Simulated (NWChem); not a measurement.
System: C3H7, doublet; SMILES [CH](C)C

NWChem input:

```
start job
memory heap 200 mb stack 900 mb global 1100 mb
geometry units angstroms noautosym nocenter noautoz
  C      0.192645     0.015844     1.301326
  C     -0.523795    -0.134293     0.000000
  C      0.192645     0.015844    -1.301326
  H     -0.399873    -0.364267     2.141453
  H      1.154758    -0.516075     1.295644
  H      0.428381     1.072096     1.529952
  H     -1.611037    -0.101280     0.000000
  H     -0.399873    -0.364267    -2.141453
  H      0.428381     1.072096    -1.529952
  H      1.154758    -0.516075    -1.295644
end
basis spherical
  * library 6-31g*
end
dft
  odft
  mult 2
  xc hfexch
  iterations 150
  mulliken
end
task dft energy
esp
  recalculate
  probe 0.07
  range 0.3
  factor 1.0
  spacing 0.02
end
task esp
```

NWChem printed, in part:

```
             Northwest Computational Chemistry Package (NWChem) 7.3.0
             --------------------------------------------------------

                             Geometry "geometry" -> ""
                             -------------------------

 Output coordinates in angstroms (scale by  1.889725989 to convert to a.u.)

  No.       Tag          Charge          X              Y              Z
 ---- ---------------- ---------- -------------- -------------- --------------
    1 C                    6.0000     0.19264500     0.01584400     1.30132600
    2 C                    6.0000    -0.52379500    -0.13429300     0.00000000
    3 C                    6.0000     0.19264500     0.01584400    -1.30132600
    4 H                    1.0000    -0.39987300    -0.36426700     2.14145300
    5 H                    1.0000     1.15475800    -0.51607500     1.29564400
    6 H                    1.0000     0.42838100     1.07209600     1.52995200
    7 H                    1.0000    -1.61103700    -0.10128000     0.00000000
    8 H                    1.0000    -0.39987300    -0.36426700    -2.14145300
    9 H                    1.0000     0.42838100     1.07209600    -1.52995200
   10 H                    1.0000     1.15475800    -0.51607500    -1.29564400

 Effective nuclear repulsion energy (a.u.)      75.1973965905

  xc_inp: hfexch multiplicative factor not found.

                                 NWChem DFT Module
                                 -----------------

 Summary of "ao basis" -> "ao basis" (spherical)
 ------------------------------------------------------------------------------
       Tag                 Description            Shells   Functions and Types
 ---------------- ------------------------------  ------  ---------------------
 C                           6-31g*                  6       14   3s2p1d
 H                           6-31g*                  2        2   2s

            General Information
            -------------------
          SCF calculation type: DFT
          Wavefunction type:  spin polarized.
          No. of atoms     :    10
          No. of electrons :    25
           Alpha electrons :    13
            Beta electrons :    12
          Charge           :     0
          Spin multiplicity:     2
          Use of symmetry is: off; symmetry adaption is: off
          Maximum number of iterations: 150
          AO basis - number of functions:    56
                     number of shells:    32
          Convergence on energy requested:  1.00D-06
          Convergence on density requested:  1.00D-05
          Convergence on gradient requested:  5.00D-04

              XC Information
              --------------
                     Hartree-Fock (Exact) Exchange  1.000

      Superposition of Atomic Density Guess
      -------------------------------------

 Sum of atomic energies:        -116.46839022

      Non-variational initial energy
      ------------------------------

 Total energy =    -118.351506
 1-e energy   =    -303.241329
 2-e energy   =     109.692426
 HOMO         =      -0.105177
 LUMO         =       0.153833

     ---------------------------------------------
      Total Density - Mulliken Population Analysis
     ---------------------------------------------

    Atom       Charge   Shell Charges
 -----------   ------   -------------------------------------------------------
    1 C    6     6.69   2.00  0.72  2.04  0.67  1.22  0.03
    2 C    6     6.22   2.00  0.73  1.82  0.59  1.04  0.03
    3 C    6     6.69   2.00  0.72  2.04  0.67  1.22  0.03
    4 H    1     0.77   0.47  0.30
    5 H    1     0.77   0.46  0.31
    6 H    1     0.77   0.46  0.31
    7 H    1     0.79   0.47  0.32
    8 H    1     0.77   0.47  0.30
    9 H    1     0.77   0.46  0.31
   10 H    1     0.77   0.46  0.31

     --------------------------------------------
      Spin Density - Mulliken Population Analysis
     --------------------------------------------

    Atom       Charge   Shell Charges
 -----------   ------   -------------------------------------------------------
    1 C    6     0.02   0.00  0.00  0.01 -0.00 -0.00  0.01
    2 C    6     0.79   0.00  0.00  0.42  0.00  0.37  0.00
    3 C    6     0.02   0.00  0.00  0.01 -0.00 -0.00  0.01
    4 H    1     0.01   0.00  0.00
    5 H    1     0.02   0.01  0.01
    6 H    1     0.06   0.03  0.03
    7 H    1     0.00   0.00  0.00
    8 H    1     0.01   0.00  0.00
    9 H    1     0.06   0.03  0.03
   10 H    1     0.02   0.01  0.01

   convergence    iter        energy       DeltaE   RMS-Dens  Diis-err
 ---------------- ----- ----------------- --------- --------- ---------
 d= 0,ls=0.0,diis     1   -117.5876723690 -1.93D+02  3.11D-03  4.81D-02
                                                     2.72D-03  5.32D-02
 d= 0,ls=0.0,diis     2   -117.6287956853 -4.11D-02  1.82D-03  3.99D-03
                                                     1.12D-03  5.38D-03
 d= 0,ls=0.0,diis     3   -117.6338470488 -5.05D-03  4.40D-04  4.81D-04
                                                     3.53D-04  6.75D-04
 d= 0,ls=0.0,diis     4   -117.6344287455 -5.82D-04  3.72D-04  9.59D-05
                                                     2.37D-04  1.07D-04
 d= 0,ls=0.0,diis     5   -117.6345998351 -1.71D-04  1.27D-04  1.26D-05
                                                     1.39D-04  1.47D-05
  Resetting Diis
 d= 0,ls=0.0,diis     6   -117.6346259269 -2.61D-05  4.14D-05  1.25D-06
                                                     5.14D-05  1.60D-06
 d= 0,ls=0.0,diis     7   -117.6346287990 -2.87D-06  9.09D-06  1.60D-07
                                                     6.84D-06  1.62D-07
 d= 0,ls=0.0,diis     8   -117.6346290177 -2.19D-07  1.24D-05  6.34D-08
                                                     1.01D-05  6.54D-08
 d= 0,ls=0.0,diis     9   -117.6346291658 -1.48D-07  3.33D-06  8.44D-09
                                                     3.02D-06  5.85D-09

         Total DFT energy =     -117.634629165801
      One electron energy =     -306.085574040054
           Coulomb energy =      131.304275933909
    Exchange-Corr. energy =      -18.050727650121
 Nuclear repulsion energy =       75.197396590466

 Numeric. integr. density =        0.000000000000

                    DFT Final Alpha Molecular Orbital Analysis
                    ------------------------------------------

 Vector   11  Occ=1.000000D+00  E=-4.960403D-01
              MO Center= -1.0D-01, -1.3D-01, -1.3D-13, r^2= 3.1D+00
   Bfn.  Coefficient  Atom+Function         Bfn.  Coefficient  Atom+Function
  ----- ------------  ---------------      ----- ------------  ---------------
     5      0.312876   1 C  pz               19     -0.311751   2 C  pz
    33      0.312876   3 C  pz               43      0.181791   4 H  s
    51     -0.181791   8 H  s                 9      0.169910   1 C  pz
    37      0.169910   3 C  pz               44      0.165836   4 H  s
    52     -0.165836   8 H  s                23     -0.154635   2 C  pz

 Vector   12  Occ=1.000000D+00  E=-4.894570D-01
              MO Center= -1.5D-01, -1.5D-01, -4.0D-13, r^2= 2.9D+00
   Bfn.  Coefficient  Atom+Function         Bfn.  Coefficient  Atom+Function
  ----- ------------  ---------------      ----- ------------  ---------------
    17      0.316401   2 C  px                3     -0.250911   1 C  px
    31     -0.250911   3 C  px               49     -0.205087   7 H  s
    21      0.200777   2 C  px               50     -0.168472   7 H  s
     7     -0.149254   1 C  px               35     -0.149254   3 C  px
    45     -0.144972   5 H  s                55     -0.144972  10 H  s

[...]

                     NWChem Electrostatic Potential Fit Module
                     -----------------------------------------

 Atom parameters

 Number of atoms is                                   10
 Number of basis functions is                         56

 Grid parameters

 Maximum number of grid points is                  38894
 Number of grid points is                          38893
 Grid range                                     0.300000 nm
 Grid spacing                                   0.020000 nm
 Probe radius                                   0.070000 nm
 Atom radius factor                             1.000000

 Atomic radii

    1    0.100000
    6    0.147000
 FASTESP  F
  using M.O. file = ./job.movecs

    Atom              Coordinates                           Charge

                                                  ESP

    1 C     0.019265    0.001584    0.130133    0.009351
    2 C    -0.052380   -0.013429    0.000000   -0.106189
    3 C     0.019265    0.001584   -0.130133   -0.005432
    4 H    -0.039987   -0.036427    0.214145   -0.003602
    5 H     0.115476   -0.051608    0.129564    0.011882
    6 H     0.042838    0.107210    0.152995    0.009755
    7 H    -0.161104   -0.010128    0.000000    0.054318
    8 H    -0.039987   -0.036427   -0.214145    0.001053
    9 H     0.042838    0.107210   -0.152995    0.014068
   10 H     0.115476   -0.051608   -0.129564    0.014796
                                            ------------
                                               -0.000000

 Dipole moment                                  0.045639

 Quadrupole moment Qxx                          0.686137
                   Qyy                         -0.669485
                   Qzz                         -0.016652

 RMS deviation kJ/mol                           0.060580

 RRMS %                                        94.454052
```

Level: UHF/6-31G* (spherical d). In the optimisation the excess spin sits in a' (Cs, its own frame). Structure relaxed at the B3LYP/6-31G* (spherical d), spin-unrestricted level. No stability test was run on the SCF state.
